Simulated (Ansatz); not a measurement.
A geometry relaxed with Ansatz (a quantum-chemistry and plane-wave program) with B3LYP-D3(BJ)/def2-TZVP, charge 0, multiplicity 1:

```xyz
7

H     -1.8604    -0.8223     0.4385
C     -1.3001    -0.0068    -0.0043
C      0.0000     0.0000     0.0000
H     -1.8659     0.8029    -0.4508
H      1.8682    -0.4349    -0.8064
C      1.3001     0.0067     0.0043
H      1.8581     0.4543     0.8187
```

Q: Write the SMILES of this molecule.

A: `C=C=C`
